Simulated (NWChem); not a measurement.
BF3; SMILES FB(F)F

```xyz
4

B      0.0000     0.0000    -0.0023
F     -0.3492    -1.2763     0.0004
F     -0.9307     0.9406     0.0004
F      1.2799     0.3357     0.0004
```
Atoms are numbered in this order, from 1.

Program: NWChem. Pople sets run with spherical d functions. Geometry: optimised at PBE-D3(BJ)/def2-SVP. Vertical excitations in the gas phase.

Problem. Predict the results for B3LYP/6-31+G*, TDA. Quantities: lowest excitation, singlet (eV); orbital gap (eV).

Solution. 
```yaml
lowest excitation, singlet (eV): 10.30
orbital gap (eV): 11.46
```
